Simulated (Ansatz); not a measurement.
# Molecular dynamics, step by step

PN2H3 (SMILES N#N.P), singlet, PBE0-D4/def2-SVP (Ansatz 0.2.0). Settings (timestep in fs, temperature in K; T counts 12 degrees of freedom):

```yaml
hamiltonian: {xc: pbe0, dispersion: d4}
md: {n_steps: 60, timestep: 0.75, temperature: 300, ensemble: nve, seed: 46, initial_velocities: maxwell_boltzmann}
```

Start (the SMILES describes the start alone):

N1  (-0.260, 0.237, -2.334)
N2  (0.162, -0.230, -3.224)
P3  (0.370, -0.359, 1.093)
H4  (0.340, -0.317, 2.512)
H5  (-1.044, -0.384, 0.983)
H6  (0.433, 1.054, 0.971)
(Å)

```tsv
step	time (fs)	potential energy less the start (meV)	kinetic energy (meV)	T (K)
0	0.00	0.0	155.1	300
4	3.00	38.3	117.7	228
8	6.00	39.4	116.1	225
12	9.00	50.0	105.8	205
16	12.00	25.0	130.5	252
20	15.00	17.7	137.9	267
24	18.00	38.9	116.8	226
28	21.00	45.5	110.1	213
32	24.00	55.6	100.3	194
36	27.00	25.1	130.3	252
40	30.00	26.4	129.3	250
44	33.00	43.9	111.9	216
48	36.00	48.9	106.7	206
52	39.00	56.9	99.0	191
56	42.00	27.4	128.0	248
60	45.00	37.8	117.9	228
```

Step 4, positions (Å) and forces (eV/Å):

```csv
atom,x,y,z,Fx,Fy,Fz
N1,-0.271,0.254,-2.352,-0.653,0.737,1.316
N2,0.168,-0.242,-3.214,0.659,-0.743,-1.292
P3,0.372,-0.361,1.096,0.304,0.714,-0.132
H4,0.310,-0.336,2.519,0.148,0.113,0.084
H5,-1.039,-0.428,1.020,-0.275,0.118,-0.173
H6,0.451,1.107,0.943,-0.183,-0.939,0.197
```

Step 20, positions (Å) and forces (eV/Å):

| atom | x | y | z | Fx | Fy | Fz |
| --- | --- | --- | --- | --- | --- | --- |
| N1 | -0.311 | 0.319 | -2.424 | -0.977 | 1.169 | 1.494 |
| N2 | 0.192 | -0.283 | -3.173 | 0.984 | -1.177 | -1.467 |
| P3 | 0.381 | -0.371 | 1.110 | 0.352 | 0.476 | -0.274 |
| H4 | 0.354 | -0.298 | 2.527 | -0.024 | 0.008 | 0.197 |
| H5 | -1.024 | -0.467 | 0.999 | -0.345 | -0.026 | -0.003 |
| H6 | 0.368 | 1.071 | 0.955 | 0.009 | -0.450 | 0.054 |

Step 24, positions (Å) and forces (eV/Å):

| atom | x | y | z | Fx | Fy | Fz |
| --- | --- | --- | --- | --- | --- | --- |
| N1 | -0.324 | 0.338 | -2.438 | 0.061 | -0.077 | -0.050 |
| N2 | 0.200 | -0.297 | -3.166 | -0.055 | 0.069 | 0.076 |
| P3 | 0.383 | -0.375 | 1.113 | 0.156 | 1.227 | -0.182 |
| H4 | 0.386 | -0.271 | 2.541 | -0.173 | -0.097 | -0.057 |
| H5 | -1.030 | -0.459 | 0.970 | -0.132 | -0.104 | 0.177 |
| H6 | 0.330 | 1.101 | 0.968 | 0.142 | -1.019 | 0.035 |

Last step (60):

```xyz
6
angstrom
N -0.3870 0.4521 -2.6219
N 0.2298 -0.3613 -3.0393
P 0.3995 -0.3910 1.1369
H 0.3977 -0.2786 2.5614
H -0.9970 -0.6293 1.0434
H 0.2472 1.0701 0.9322
```

The run took about 36 s on 2 CPU threads of an Arm Neoverse V1 (shared host).
